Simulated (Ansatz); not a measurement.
A made-up structure of Si2NH7, closed shell:

```
10
angstrom
Si -1.0429 0.7583 -0.8799
N 0.1199 0.5004 0.3687
Si 0.9957 -0.9353 0.7555
H -1.3735 -0.5672 -1.4585
H 0.1261 -0.0199 1.2460
H -2.2743 1.3939 -0.3364
H 0.3619 1.3172 0.9130
H 0.4033 -2.0423 -0.0349
H 0.8975 -1.2429 2.2085
H 2.4447 -0.8272 0.4267
```

It is relaxed with PBE-D4/def2-SVP and then PBE0-D4/def2-TZVP (Ansatz 0.2.0). Atoms count as bonded within 1.22 times the sum of their covalent radii (H–H: 0.88 Å). The end point is not checked to be a true minimum.

Does its bonding change? (A judgement: the text doesn't fix the answer.)

By the calculation: Yes. Formed: none; broken: Si3–H5.

Where it ends: The first stage lowers the energy by 4.46 eV in 20 steps. It ends as Si₂NH₇ ([SiH2][NH2][SiH3]):
Si1  (-0.724, 0.489, -1.165)
N2  (-0.102, 0.293, 0.768)
Si3  (1.137, -1.001, 0.710)
H4  (-1.845, -0.503, -0.881)
H5  (-0.888, 0.108, 1.382)
H6  (-1.546, 1.716, -0.787)
H7  (0.294, 1.186, 1.044)
H8  (0.576, -2.112, -0.082)
H9  (1.410, -1.443, 2.105)
H10  (2.345, -0.399, 0.114)
(Å)

Labels in which every atom is bracketed show which atoms are joined, not bond orders.

For scale, one of the runs: PBE0-D4/def2-TZVP relaxation, 147 basis functions, launched by `ansatz run in.yaml --threads 2 --pin off --events-out ev --progress --plain --max-ram 4352MiB`. Hardware: 2 CPU threads of an Arm Neoverse V1, shared host. Wall time about 49 s.
